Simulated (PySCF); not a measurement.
Isomers of C4H6O, mass 70.042 u with the commonest isotopes. Level of theory: PySCF, PBE0-D3(BJ)/def2-SVP geometry optimisation, gas phase. One conformer each, none proved a minimum here; rigid rotors.

Question: Order these by rotational constant C, smallest first.
A. `[OH:1][CH2:2][CH:3]1[CH:4]=[CH:5]1` with H–O1–C2–C3 -55°, O1–C2–C3–C4 89°
B. `[CH2:1]=[CH:2][O:3][CH:4]=[CH2:5]` with C1–C2–O3–C4 -177°, C2–O3–C4–C5 179° (vinyl ether)
C. `[OH:1][C@H:2]1[C@H:3]2[CH2:4][C@@H:5]12` with H–O1–C2–C3 -143°
D. 2,3-dihydrofuran (`C1=COCC1`)
E. `[CH3:1][C:2]1=[CH:3][C@@H:4]1[OH:5]` with C3–C4–O5–H -26°

Answer: B (2352 MHz), A (2977 MHz), E (3126 MHz), D (4211 MHz), C (4513 MHz).

Question: Order these by dipole moment, largest first.
A. `[CH3:1][C:2]1=[CH:3][C@@H:4]1[OH:5]` with C3–C4–O5–H -26°
B. `[OH:1][C@H:2]1[C@H:3]2[CH2:4][C@@H:5]12` with H–O1–C2–C3 -143°
C. `[CH2:1]=[CH:2][O:3][CH:4]=[CH2:5]` with C1–C2–O3–C4 -177°, C2–O3–C4–C5 179°
D. `C1C=COC1` (2,3-dihydrofuran)
E. `[CH2:1]=[C:2]([CH3:3])[CH:4]=[O:5]` with C1–C2–C4–O5 179°
F. `[OH:1][CH2:2][CH:3]1[CH:4]=[CH:5]1` with H–O1–C2–C3 -55°, O1–C2–C3–C4 89°

Answer: E (2.71 D), A (2.28 D), F (2.14 D), B (1.85 D), C (1.34 D), D (1.11 D).

Question: Order these by rotational constant B, smallest first.
A. `[CH3:1][C:2]1=[CH:3][C@@H:4]1[OH:5]` with C3–C4–O5–H -26°
B. `C1CCOC=1` (2,3-dihydrofuran)
C. `[CH2:1]=[C:2]([CH3:3])[CH:4]=[O:5]` with C1–C2–C4–O5 179°
D. `[CH2:1]=[CH:2][O:3][CH:4]=[CH2:5]` with C1–C2–O3–C4 -177°, C2–O3–C4–C5 179° (vinyl ether)
E. `[OH:1][CH2:2][CH:3]1[CH:4]=[CH:5]1` with H–O1–C2–C3 -55°, O1–C2–C3–C4 89°
F. `[OH:1][C@H:2]1[C@H:3]2[CH2:4][C@@H:5]12` with H–O1–C2–C3 -143°

Answer: D (2520 MHz), E (3294 MHz), A (3815 MHz), C (4423 MHz), F (4885 MHz), B (7844 MHz).

```csv
SMILES,point group,Ia (u·Å²),Ib (u·Å²),Ic (u·Å²),κ,μa (D),μb (D),μc (D)
OCC1C=C1,C1,33.02,153.41,169.76,-0.95,1.93,0.68,0.64
O[C@H]1[C@H]2C[C@@H]12,–,45.12,103.46,111.99,-0.89,0.60,1.16,1.31
C=C(C)C=O,near Cs,58.39,114.26,169.53,-0.49,2.63,0.66,0.02
CC1=C[C@@H]1O,C1,47.81,132.47,161.69,-0.81,2.02,0.46,0.95
C=COC=C,–,14.37,200.56,214.89,-0.99,0.01,1.34,0.02
C1=COCC1,Cs,61.95,64.43,120.02,0.84,1.06,0.32,0.01
```
